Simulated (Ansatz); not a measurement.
**PH₄ (doublet): from Hartree-Fock to the top rungs at distance P1–H2 = 2.864 Å, 6-31G**

Aim: climb from Hartree-Fock through coupled cluster and multireference methods for PH₄ (doublet) at one geometry and basis, and see what each rung misses.

Method: 6-31G, core rule «outside noble gas», up to 5 orbitals frozen; program: Ansatz 0.2.0, Gaussian basis.

To be run: UHF; CCSD(T) on ROHF; CCSD(T) on UHF; BCCD(T) on ROHF; CISD; CCSDT(Q) on ROHF; CCSDT(Q) on UHF; CISDTQ; CCSDTQ on ROHF; CCSDTQ on UHF; CASSCF and MRCISD+Q, 3 electrons in 3 orbitals; CASSCF and NEVPT2, 3 electrons in 3 orbitals; CASSCF and MRCISD+Q, 9 electrons in 8 orbitals; CASSCF and MRCISD+Q(relaxed), 9 electrons in 8 orbitals; CASSCF and NEVPT2, 9 electrons in 8 orbitals; Full CI.

15 further runs of the same task are left out: 11 that didn't finish, 4 set aside as unsound or not needed.

## (1) The geometry

The geometry derives from a PBE0/def2-TZVP stationary point (not a proven minimum). One bond is set to the value named and the two fragments are kept rigid.

5 atoms, charge 0, spin multiplicity 2.

Atoms are counted from 1 here; the program's logs count them from 0.

Bond lengths: P1–H3 1.410 Å, P1–H4 1.410 Å, P1–H5 1.519 Å. Angles: H3–P1–H4 99.8°, H3–P1–H5 92.8°, H4–P1–H5 92.8°.

## (2) UHF

Input file in.yaml:

```yaml
crystal:
  periodic: [false, false, false]
  atoms:
    - {symbol: P, position_ang: [0.042671, 0.000000, 0.038612]}
    - {symbol: H, position_ang: [0.261275, 0.000000, -2.817033]}
    - {symbol: H, position_ang: [-0.865586, 1.078238, 0.038612]}
    - {symbol: H, position_ang: [-0.865586, -1.078238, 0.038612]}
    - {symbol: H, position_ang: [0.158621, 0.000000, 1.553280]}
basis:
  gaussian: {orbitals: 6-31G}
magnetization: {spin_polarized: true, initial_magnetization: 1}
hamiltonian: {xc: hf}
output: {orbitals: {seedname: orbitals}}
```

The run is started by

```console
ansatz run in.yaml --threads 1 --pin off --events-out ev --progress --plain --max-ram 2393MiB
```

The runs that follow: CCSD(T) on ROHF; CCSD(T) on UHF; BCCD(T) on ROHF; CISD; CCSDT(Q) on ROHF; CCSDT(Q) on UHF; CISDTQ; CCSDTQ on ROHF; CCSDTQ on UHF; CASSCF and MRCISD+Q, 3 electrons in 3 orbitals; CASSCF and NEVPT2, 3 electrons in 3 orbitals; CASSCF and MRCISD+Q, 9 electrons in 8 orbitals; CASSCF and MRCISD+Q(relaxed), 9 electrons in 8 orbitals; CASSCF and NEVPT2, 9 electrons in 8 orbitals; Full CI.

Before running them: what should the planned runs give, taken together? Wanted: FCI below the RHF energy; RMP2 from FCI; UMP2 from FCI; RCCSD from FCI; RCCSD(T) from FCI; UCCSD(T) from FCI; RCCSDT(Q) from FCI; UCCSDT(Q) from FCI; NEVPT2 pair from FCI.

As calculated:

| quantity | value |
| --- | --- |
| FCI below the RHF energy | -2.4049 eV |
| RMP2 from FCI | +631.4 meV |
| UMP2 from FCI | +629.9 meV |
| RCCSD from FCI | +31.3 meV |
| RCCSD(T) from FCI | +8.1 meV |
| UCCSD(T) from FCI | +8.1 meV |
| RCCSDT(Q) from FCI | +0.3 meV |
| UCCSDT(Q) from FCI | +0.3 meV |
| NEVPT2 pair from FCI | +494.4 meV |
| MRCISD+Q pair from FCI | -5.9 meV |
| NEVPT2 valence from FCI | +207.9 meV |
| levels within 1 kcal/mol (43 meV) | RCCSD, UCCSD, RCCSD(T), UCCSD(T), BCCD(T), RCCSDT, UCCSDT, CISDTQ, RCCSDT(Q), UCCSDT(Q), RCCSDTQ, UCCSDTQ, MRCISD+Q pair, MRCISD valence, MRCISD+Q valence, MRCISD+Q(relaxed) valence |
| T1 diagnostic | 0.010 |
| effectively unpaired electrons | 1.03 |

**Reading.** RCCSD(T) lands +8.1 meV from the yardstick (0.3 % of the correlation energy). MRCISD+Q pair falls below full CI: the +Q correction isn't variational, and the cores differ from full CI's. One determinant dominates. Of the multireference levels listed MRCISD+Q(relaxed) valence comes nearest in total energy (+0.6 meV), which doesn't show that its space is the better one. These misses are within one basis, not against nature; the frozen cores of restricted and unrestricted runs differ, which can shift their rows.
